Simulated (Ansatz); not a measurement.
SiNH₅Cl (charge -1), singlet: a pair in one relaxed arrangement.

Input (in.yaml):

```yaml
crystal:
  periodic: [false, false, false]
  atoms:
    - {symbol: Cl, position_ang: [0.071427, -0.838571, -3.170176]}
    - {symbol: Si, position_ang: [0.397913, 0.059737, 0.919522]}
    - {symbol: N, position_ang: [-0.834629, 0.043319, -0.252697]}
    - {symbol: H, position_ang: [0.920379, -1.316740, 1.147656]}
    - {symbol: H, position_ang: [1.602909, 0.924055, 0.680412]}
    - {symbol: H, position_ang: [-0.171979, 0.551185, 2.217000]}
    - {symbol: H, position_ang: [-1.404444, 0.871679, -0.338150]}
    - {symbol: H, position_ang: [-0.581575, -0.294664, -1.203466]}
basis:
  gaussian: {orbitals: 6-31G}
total_charge: -1
hamiltonian: {xc: {name: B3LYP}, dispersion: d4}
```

Launched with

```bash
ansatz run in.yaml --threads 4 --pin off --events-out ev --progress --plain --max-ram 9574MiB
```

What Ansatz 0.2.0 printed:

```
Functional definition: B3LYP
  name "B3LYP"
  cite "Stephens, Devlin, Chabalowski & Frisch, J. Phys. Chem. 98, 11623 (1994) doi:10.1021/j100096a001"
  cite "Becke, Phys. Rev. A 38, 3098 (1988) doi:10.1103/PhysRevA.38.3098"
  cite "Lee, Yang & Parr, Phys. Rev. B 37, 785 (1988) doi:10.1103/PhysRevB.37.785"
  cite "Vosko, Wilk & Nusair, Can. J. Phys. 58, 1200 (1980) doi:10.1139/p80-159"
  parameter a0 = 0.2
  parameter ax = 0.72
  parameter ac = 0.81
  exchange = (1 - a0 - ax)*slater_x + ax*b88_x + a0*exact_x
  correlation = (1 - ac)*vwn_rpa_c + ac*lyp_c
572 factors; integrals over basis functions are off by at most 2.3e-4 eV
mean field evaluation 1: about -21970.4048 eV, gradient 3.1e1 eV
mean field evaluation 2: about -21967.9010 eV, gradient 4.6e1 eV
mean field evaluation 4: about -21972.4498 eV, gradient 1.2e0 eV
mean field evaluation 8: about -21972.5484 eV, gradient 2.6e-2 eV
mean field -21972.54836942 eV, -807.4762590480 hartree, gradient 5.9e-5 eV, S^2 0.000000; 0 other end points of the search recorded, 0 dependent functions left out
reference -21972.54863393 eV, -807.4762687684 hartree; 22, 22 occupied and 23, 23 virtual orbitals, 572 factors
Total energy: -21972.78034948 eV, -807.4847841579 hartree
```

The run took about 0.5 s on 4 CPU threads of an Arm Neoverse V1 (shared host).
